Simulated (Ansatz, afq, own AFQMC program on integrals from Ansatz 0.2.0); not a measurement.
# AFQMC, coupled cluster and functionals along a coordinate of CH3Si, doublet

```tsv
atom	x (Å)	y (Å)	z (Å)
Si	0.0000	-0.0890	0.5568
C	0.0000	0.0881	-1.1386
H	0.0000	1.0983	1.4676
H	0.0000	1.0786	-1.5870
H	0.0000	-0.7467	-1.8283
```

One side is turned about Si1–C2. Energies in mEh count from this geometry (0.000 °) at the same level; the start stands on ROHF, each point on the determinant named.

Basis cc-pVDZ. Only valence electrons are correlated. Ansatz 0.2.0 and our own AFQMC program on the same integrals; the CISD trial comes from CCSD amplitudes, and released means the phaseless constraint is let go. ± is one standard error of the sampling.

Cautions, each for one point or more: a spin-contaminated unrestricted determinant lies lower; higher spins were not checked; strong correlation; the ph-AFQMC/CISD walk drifts between its halves.

```
twist about Si1–C2 / °   det.     T1  weight  wB97M-V  B2PLYP  CCSD(T)
                13.000   ROHF  0.024    0.86      0.7     0.6      0.7
                45.900   ROHF  0.023    0.86      8.8   11.0§      9.8
                76.500  ROHF¶  0.117    0.66     25.2   28.8§     30.4
               120.000   ROHF  0.025    0.85     15.2   18.2§     17.2
               180.000   ROHF  0.025    0.86      0.2     0.2      0.2
```

(1) Estimate the curve of phaseless AFQMC with a CISD trial, counted from the same start.

Answers

(1) 
| twist about Si1–C2 / ° | det. | T1 | weight | ph-AFQMC/CISD | released AFQMC |
| --- | --- | --- | --- | --- | --- |
| 13.000 | ROHF | 0.024 | 0.86 | 1.1 ± 0.9 | 0.7 ± 1.0* |
| 45.900 | ROHF | 0.023 | 0.86 | 11.0 ± 1.0 | 10.4 ± 1.1* |
| 76.500 | ROHF¶ | 0.117 | 0.66 | 29.8 ± 1.4 | 28.9 ± 1.8* |
| 120.000 | ROHF | 0.025 | 0.85 | 16.2 ± 1.0 | 14.2 ± 1.3* |
| 180.000 | ROHF | 0.025 | 0.86 | 0.7 ± 1.0 | 0.7 ± 1.0* |

Weight is that of the determinant in the CISD state; at the start T1 is 0.024 and the weight 0.86. ¶ marks points with a poor determinant and no full CI, where no value is sure; they don't count among the departures. An asterisk marks released energies that aren't shown to be converged. Symmetry can't show for every point that it stays on the start's state. § marks a functional whose ⟨S²⟩ is too high by over 0.1. Largest departures from phaseless AFQMC with a CISD trial: CCSD(T) -1.1 mEh at 45.900 (on ROHF) (within the noise). The walk's constraint bias lies outside its error bars, so these are departures and not errors. The functionals aren't scored here. In this small basis the wave-function levels are far from their limit, so their gap to the functionals isn't the functionals' error.

A walk keeps the symmetry of its determinant, which the program's search chose and which needn't be the lowest solution, so a lower state of the same spin and another symmetry isn't excluded.
